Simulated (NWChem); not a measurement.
System: ethanol (C₂H₆O); SMILES C(O)C

Output (shortened):

```
             Northwest Computational Chemistry Package (NWChem) 7.3.0
             --------------------------------------------------------

                             Geometry "geometry" -> ""
                             -------------------------

 Output coordinates in angstroms (scale by  1.889725989 to convert to a.u.)

  No.       Tag          Charge          X              Y              Z
 ---- ---------------- ---------- -------------- -------------- --------------
    1 C                    6.0000     0.24869800    -1.20364100     0.03301800
    2 C                    6.0000    -0.54154200     0.09001600    -0.01890800
    3 O                    8.0000     0.26568400     1.23305500     0.08474800
    4 H                    1.0000    -0.41672800    -2.08076600     0.00840300
    5 H                    1.0000     0.85280900    -1.25011800     0.95179600
    6 H                    1.0000     0.93446200    -1.28584300    -0.82724400
    7 H                    1.0000    -1.16535200     0.11243400    -0.93643900
    8 H                    1.0000    -1.24251800     0.13403300     0.83025400
    9 H                    1.0000     0.87684100     1.23194200    -0.65919100

 Effective nuclear repulsion energy (a.u.)      81.8777764993

                              NWChem Property Module
                              ----------------------

  itol2e modified to match energy
  convergence criterion.

                                 NWChem DFT Module
                                 -----------------

 Summary of "ao basis" -> "ao basis" (spherical)
 ------------------------------------------------------------------------------
       Tag                 Description            Shells   Functions and Types
 ---------------- ------------------------------  ------  ---------------------
 C                           6-31g*                  6       14   3s2p1d
 O                           6-31g*                  6       14   3s2p1d
 H                           6-31g*                  2        2   2s

  itol2e modified to match energy
  convergence criterion.

[...]

          -----------------------------------------
          Chemical Shielding Tensors (GIAO, in ppm)
          -----------------------------------------

                                NWChem CPHF Module
                                ------------------

  scftype          =     RHF
  nclosed          =       13
  nopen            =        0
  variables        =      533
  # of vectors     =        3
  tolerance        = 0.10D-03
  level shift      = 0.00D+00
  max iterations   =       50
  max subspace     =       30

 SCF residual:    3.5485302140187893E-005

Iterative solution of linear equations
  No. of variables      533
  No. of equations        3
  Maximum subspace       30
        Iterations       50
       Convergence  1.0D-04

   iter   nsub   residual    time
   ----  ------  --------  ---------
     1      3    1.78D-01      14.1
     2      6    1.02D-02      15.4
     3      9    6.57D-04      16.9
     4     12    1.95D-05      18.5

      Atom:    1  C
        Diamagnetic
    247.7315     -3.3906     -0.2627
     -3.3906    255.3370     -0.0292
     -0.2627     -0.0292    245.0902

        Paramagnetic
    -78.3644     -4.3219      1.1844
     -4.3219    -71.2909     -1.6147
      1.1844     -1.6147    -91.8009

        Total Shielding Tensor
    169.3671     -7.7125      0.9217
     -7.7125    184.0461     -1.6439
      0.9217     -1.6439    153.2893

           isotropic =     168.9008
          anisotropy =      27.8328

          Principal Components and Axis System
                 1           2           3
              187.4561    166.0630    153.1835

      1        -0.3940      0.9184     -0.0358
      2         0.9175      0.3953      0.0442
      3        -0.0548      0.0154      0.9984

      Atom:    2  C
        Diamagnetic
    242.7519      0.3059      1.5231
      0.3059    253.4117      0.8497
      1.5231      0.8497    236.3777

        Paramagnetic
   -102.8459     23.1088      3.2227
     23.1088   -101.3195     -2.2071
      3.2227     -2.2071   -129.7495

        Total Shielding Tensor
    139.9059     23.4147      4.7458
     23.4147    152.0922     -1.3574
      4.7458     -1.3574    106.6282

           isotropic =     132.8755
          anisotropy =      56.0566

          Principal Components and Axis System
                 1           2           3
              170.2466    123.0770    105.3028

      1         0.6135      0.7559     -0.2283
      2         0.7891     -0.5975      0.1422
      3         0.0289      0.2674      0.9631

      Atom:    3  O
        Diamagnetic
    393.3312     14.6418     -8.0818
     14.6418    393.0484      1.5621
     -8.0818      1.5621    384.4340

        Paramagnetic
   -104.2084    -20.4055    -30.1384
    -20.4055   -115.1036     -5.5458
    -30.1384     -5.5458    -92.4961

        Total Shielding Tensor
    289.1228     -5.7637    -38.2203
     -5.7637    277.9448     -3.9837
    -38.2203     -3.9837    291.9379

           isotropic =     286.3352
          anisotropy =      63.7003

          Principal Components and Axis System
                 1           2           3
              328.8020    279.6648    250.5386

      1        -0.6953     -0.1607      0.7006
      2         0.0225      0.9693      0.2448
      3         0.7184     -0.1860      0.6703

      Atom:    4  H
        Diamagnetic
     28.4230      5.9458      0.0913
      5.9458     36.8004      0.2404
      0.0913      0.2404     23.8694

        Paramagnetic
      1.4501     -3.2259     -0.2090
     -3.2259     -1.4395     -0.1877
     -0.2090     -0.1877      4.0509

[...]
```

Level: B3LYP/6-31G* (spherical d), GIAO. All runs use the structure optimised with PBE0/def2-SVP. NWChem prints the field gradient with the sign opposite to the second derivative of the potential. The printed shielding anisotropy is the first printed principal value minus the mean of the other two.

Problem. Reconstruct the input file.

Solution. One answer among several that fit: the input that was run:
```
start job
memory heap 200 mb stack 900 mb global 1100 mb
geometry units angstroms noautosym nocenter noautoz
  C      0.248698    -1.203641     0.033018
  C     -0.541542     0.090016    -0.018908
  O      0.265684     1.233055     0.084748
  H     -0.416728    -2.080766     0.008403
  H      0.852809    -1.250118     0.951796
  H      0.934462    -1.285843    -0.827244
  H     -1.165352     0.112434    -0.936439
  H     -1.242518     0.134033     0.830254
  H      0.876841     1.231942    -0.659191
end
basis spherical
  C library 6-31g*
  O library 6-31g*
  H library 6-31g*
end
dft
  xc b3lyp
  iterations 150
end
property
  shielding
  efieldgrad
end
task dft property
```
